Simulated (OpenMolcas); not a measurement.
**triplet [SiH3]− at 6 levels**

Aim: a comparison of 6 runs (UHF/STO-3G, UHF/cc-pVTZ, UB3LYP/cc-pVTZ, UBHLYP/cc-pVTZ, UPBE0/cc-pVTZ, UTPSS/cc-pVTZ) of triplet [SiH3]−. 

The calculation is run with OpenMolcas 26.06.

## Step 1: The system as given

The species is [SiH3]− (4 atoms), meant as a triplet with charge -1. SMILES of the parent species: `[SiH3-]`. The shape is that of a PBE0-D4/def2-TZVPD optimisation. That shape belongs to the parent species and isn't relaxed for this state.

Bond lengths: Si1–H2 1.546 Å, Si1–H3 1.546 Å, Si1–H4 1.546 Å. Angles: H2–Si1–H3 94.1°, H2–Si1–H4 94.1°, H3–Si1–H4 94.1°.

## Step 2: A single-point energy at UHF/STO-3G (run 1)

Input file mol.input:

```
&GATEWAY
BasLib=$CurrDir
BasisSet
Si.STO-3G....
Si1 0.539700 -0.050700 -0.300900 angstrom
End of Basis
BasisSet
H.STO-3G....
H2 0.426600 0.622300 1.085900 angstrom
H3 -0.298500 -1.283700 0.106800 angstrom
H4 -0.667800 0.712200 -0.891800 angstrom
End of Basis
&SEWARD
&SCF
UHF
Charge=-1
Spin=3
Thresholds=1e-10 1e-07 1e-07 1e-05
PrOrbitals=1 1
```

The basis set STO-3G is read from a file made from the Basis Set Exchange's data (not shown).

Run with:

```
export MOLCAS_MEM=1860
pymolcas mol.input > mol.log
```

Output:

```text
--- Start Module: gateway ---
[...]
--- Stop Module: gateway /rc=_RC_ALL_IS_WELL_ ---
--- Start Module: seward ---
[...]
      Basis functions           12
--- Stop Module: seward /rc=_RC_ALL_IS_WELL_ ---
[...]
--- Start Module: scf ---
[...]
       Convergence after  27 Iterations
[...]
::    Total SCF energy                               -286.7930010540
[...]
      Total spin, S                                     1.0034819872
[...]
      Total electronic charge=   18.000000
      Total            charge=   -1.000000
[...]
      Dipole Moment (debye):
      Origin of the operator (angstrom)=    0.4695   -0.0441   -0.2618
                   X=  3.0591E+00               Y= -6.1339E-01               Z= -1.0702E+00           Total=  3.2985E+00
      Center of Charge (angstrom)
[...]
--- Stop Module: scf /rc=_RC_ALL_IS_WELL_ ---
[...]
```

It took 3.9 s on 1 thread of AMD EPYC 7R43 (Zen 3), shared host; peak memory 0.36 GiB.

## Step 3: A single-point energy at UHF/cc-pVTZ (run 2)

Input file job.input:

```
>>> EXPORT MOLCAS_PRINT=2

&GATEWAY
 BASLIB = $CurrDir
 BASISSET
 Si.cc-pVTZ....
 Si1 0.539700 -0.050700 -0.300900 angstrom
 End of Basis
 BASISSET
 H.cc-pVTZ....
 H2 0.426600 0.622300 1.085900 angstrom
 H3 -0.298500 -1.283700 0.106800 angstrom
 H4 -0.667800 0.712200 -0.891800 angstrom
 End of Basis

&SEWARD

&SCF
 UHF
 CHARGE = -1
 SPIN = 3
 THRESHOLDS = 1e-10 1e-07 1e-07 1e-05
 PRORBITALS = 1 1
```

The basis set cc-pVTZ is read from a file made from the Basis Set Exchange's data (not shown).

Run with:

```
export MOLCAS_MEM=1860
pymolcas job.input > job.log
```

Output:

```text
--- Start Module: gateway ---
[...]
--- Stop Module: gateway /rc=_RC_ALL_IS_WELL_ ---
--- Start Module: seward ---
[...]
      Basis functions           76
--- Stop Module: seward /rc=_RC_ALL_IS_WELL_ ---
[...]
--- Start Module: scf ---
[...]
       Convergence after 156 Iterations
[...]
::    Total SCF energy                               -290.5116736896
[...]
      Total spin, S                                     1.0037553992
[...]
      Total electronic charge=   18.000000
      Total            charge=   -1.000000
[...]
      Dipole Moment (debye):
      Origin of the operator (angstrom)=    0.4695   -0.0441   -0.2618
                   X=  5.7773E-01               Y=  9.1370E-02               Z= -6.4752E-01           Total=  8.7259E-01
      Center of Charge (angstrom)
[...]
--- Stop Module: scf /rc=_RC_ALL_IS_WELL_ ---
[...]
```

It took 39 s on 1 thread of AMD EPYC 7R43 (Zen 3), shared host; peak memory 0.43 GiB.

Runs 3 to 5 aren't shown in full; the table further down has their settings and results.

## Step 4: The energy at UTPSS/cc-pVTZ (run 6)

Input file mol.xyz:

```xyz
4

Si     0.539700    -0.050700    -0.300900
H      0.426600     0.622300     1.085900
H     -0.298500    -1.283700     0.106800
H     -0.667800     0.712200    -0.891800
```

Input file calc.inp:

```
&GATEWAY
BasLib=$CurrDir
Coord=mol.xyz
Basis=cc-pVTZ
Group=NoSym
&SEWARD
GridInput
Grid=UltraFine
End of Grid
&SCF
UHF
Charge=-1
Spin=3
KSDFT=2
1.0 MGGA_X_TPSS
1.0 MGGA_C_TPSS
Thresholds=1e-10 1e-07 1e-07 1e-05
PrOrbitals=1 2
```

The basis set cc-pVTZ is read from a file made from the Basis Set Exchange's data (not shown).

Run with:

```
export MOLCAS_MEM=1860
pymolcas calc.inp > calc.log
```

Output:

```text
--- Start Module: gateway ---
[...]
--- Stop Module: gateway /rc=_RC_ALL_IS_WELL_ ---
--- Start Module: seward ---
[...]
      Basis functions           76
--- Stop Module: seward /rc=_RC_ALL_IS_WELL_ ---
[...]
--- Start Module: scf ---
[...]
       Convergence after  27 Iterations
[...]
::    Total KS-DFT energy                            -291.1680548295
[...]
      Total spin, S                                     1.0018583128
[...]
      Total electronic charge=   18.000000
      Total            charge=   -1.000000
[...]
      Dipole Moment (debye):
      Origin of the operator (angstrom)=    0.4695   -0.0441   -0.2618
                   X=  4.8018E-01               Y= -1.7717E-01               Z= -5.3214E-01           Total=  7.3833E-01
      Center of Charge (angstrom)
[...]
--- Stop Module: scf /rc=_RC_ALL_IS_WELL_ ---
[...]
```

Wall time 74 s (1 thread of AMD EPYC 7R43 (Zen 3), shared host); peak memory 0.43 GiB.

## Step 5: All runs side by side

| run | level | integration grid | energy (Eh) | HOMO energy (eV) | ⟨S²⟩ | wall time |
| --- | --- | --- | --- | --- | --- | --- |
| 1 | UHF/STO-3G | – | -286.793001 | 11.67 | 2.010 | 3.9 s |
| 2 | UHF/cc-pVTZ | – | -290.511674 | 2.33 | 2.011 | 39 s |
| 3 | UB3LYP/cc-pVTZ | UltraFine | -291.159953 | 4.41 | 2.004 | 55 s |
| 4 | UBHLYP/cc-pVTZ | UltraFine | -291.124527 | 3.67 | 2.005 | 68 s |
| 5 | UPBE0/cc-pVTZ | UltraFine | -291.009224 | 4.16 | 2.005 | 53 s |
| 6 | UTPSS/cc-pVTZ | UltraFine | -291.168055 | 4.83 | 2.006 | 74 s |

## Step 6: Results

```
                                 quantity          value
                      run 6: total energy  -291.16805 Eh
run 6: HOMO energy (highest over α and β)        4.83 eV
                              run 6: ⟨S²⟩          2.006
```

**Reading.** Totals of different functionals can't be ranked against each other. In runs 1, 2, 3, 4, 5, 6 the HOMO lies above zero, so the outermost electron may be held by the basis alone. In run 1 the basis is minimal, so the values are rough. All runs together took 4.9 min, the longest 74 s.
